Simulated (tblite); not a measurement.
Question: What does the GFN2-xTB structure of InChI=1S/C6H6/c1-2-4-6-5-3-1/h1-6H look like in three dimensions?

Answer: 
```
atom  x, y, z in Å
C1     0.955    1.002   -0.021
C2     1.346   -0.326   -0.015
C3     0.390   -1.329    0.003
C4    -0.955   -1.002    0.016
C5    -1.346    0.326    0.010
C6    -0.390    1.328   -0.008
H7     1.701    1.784   -0.035
H8     2.396   -0.581   -0.024
H9     0.695   -2.365    0.008
H10   -1.701   -1.784    0.030
H11   -2.395    0.581    0.020
H12   -0.695    2.365   -0.011
```

Orientation and origin are arbitrary. Atoms count from 1 in this order. The 6 heavy atoms lie in one plane (0.000 Å rms). All 6 C–C bonds measure 1.385 Å. All internal angles of the 6-membered ring C1–C2–C3–C4–C5–C6 are 120.0° (sum 720°, against 720° for a flat polygon); it is planar, 0.00 Å rms from its mean plane, widest ring torsion 0°.

Bonds between heavy atoms (Å): C1–C2 1.385, C2–C3 1.385, C3–C4 1.385, C4–C5 1.385, C5–C6 1.385, C1–C6 1.385.

Computed geometry: GFN2-xTB, gas phase.

Point group: D6h (every atom within 0.08 Å of its image). Its GFN2-xTB frequencies are all real (lowest 368 cm⁻¹).
